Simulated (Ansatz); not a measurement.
# C₃H₃F (SMILES FC1=CC1): one structure at several levels

The task here is to estimate one member of a computed series from the others.

The runs use Ansatz 0.2.0, Gaussian basis; single points in def2-TZVPP.

Cores are frozen in the correlated methods.

## Starting geometry

SMILES `FC1=CC1`, 7 atoms, charge 0, spin multiplicity 1.

Atoms are counted from 1 here; the program's logs count them from 0.

Bond lengths: F1–C2 1.363 Å, C2–C3 1.298 Å, C2–C4 1.430 Å, C3–C4 1.420 Å, C3–H5 1.103 Å, C4–H6 1.174 Å, C4–H7 1.088 Å. Angles: F1–C2–C3 155.7°, F1–C2–C4 141.1°, C3–C2–C4 62.5°, C2–C3–C4 63.3°, C2–C3–H5 146.1°, C4–C3–H5 149.4°, C2–C4–C3 54.2°, C2–C4–H6 117.0°, C2–C4–H7 126.8°, C3–C4–H6 117.7°, C3–C4–H7 122.5°, H6–C4–H7 109.1°.

Geometry (Å):

```mol
C3H3F
  3D, bonds by distance, orders not assigned

  7  7  0  0  0  0  0  0  0  0999 V2000
   -1.5621   -1.2623    0.8509 F   0  0
   -0.5029   -0.6155    0.2879 C   0  0
    0.7310   -0.4721   -0.0897 C   0  0
   -0.0845    0.6894   -0.1221 C   0  0
    1.6678   -0.9820   -0.3704 H   0  0
    0.0718    1.4895    0.7223 H   0  0
   -0.3440    1.1956   -1.0499 H   0  0
  1  2  8  0
  2  3  8  0
  2  4  8  0
  3  4  8  0
  3  5  8  0
  4  6  8  0
  4  7  8  0
M  END
```

Set-up of the first run:

Input file run/in.yaml:

```yaml
crystal:
  periodic: [false, false, false]
  atoms:
    - {symbol: F, position_ang: [-1.562100, -1.262300, 0.850900]}
    - {symbol: C, position_ang: [-0.502900, -0.615500, 0.287900]}
    - {symbol: C, position_ang: [0.731000, -0.472100, -0.089700]}
    - {symbol: C, position_ang: [-0.084500, 0.689400, -0.122100]}
    - {symbol: H, position_ang: [1.667800, -0.982000, -0.370400]}
    - {symbol: H, position_ang: [0.071800, 1.489500, 0.722300]}
    - {symbol: H, position_ang: [-0.344000, 1.195600, -1.049900]}
basis:
  gaussian: {orbitals: def2-TZVPP}
correlation: {method: ccsd_t}
output: {forces: true}
```

No record of the launch command was kept for these runs.

Among the steps run: CCSD(T)/def2-TZVPP; PBE0-D4/def2-TZVPP; wB97M-V/def2-TZVPP; r2SCAN-D4/def2-TZVPP; PBE-D4/def2-TZVPP; BHLYP-D4/def2-TZVPP; wB97X-V/def2-TZVPP.

One table of the session follows, with a row left open; its other results are not shown here.

| method | RMS force component (eV/Å) | angle to CCSD(T) forces (°) | dipole (D) |
| --- | --- | --- | --- |
| CCSD(T) | 1.958 | reference | 1.39 |
| PBE0-D4 | 1.755 | 8.8 | 1.34 |
| wB97M-V | 1.805 | 8.6 | 1.35 |
| r2SCAN-D4 | ? | ? | ? |
| PBE-D4 | 1.738 | 4.1 | 1.20 |
| BHLYP-D4 | 1.801 | 15.6 | 1.49 |
| wB97X-V | 1.801 | 8.2 | 1.37 |

Q: Estimate the row for r2SCAN-D4 from the others.

**Answer.** RMS force component (eV/Å): 1.750; angle to CCSD(T) forces (°): 6.9; dipole (D): 1.26. In the column «RMS force component (eV/Å)» it lies between PBE-D4 (1.738) and PBE0-D4 (1.755).
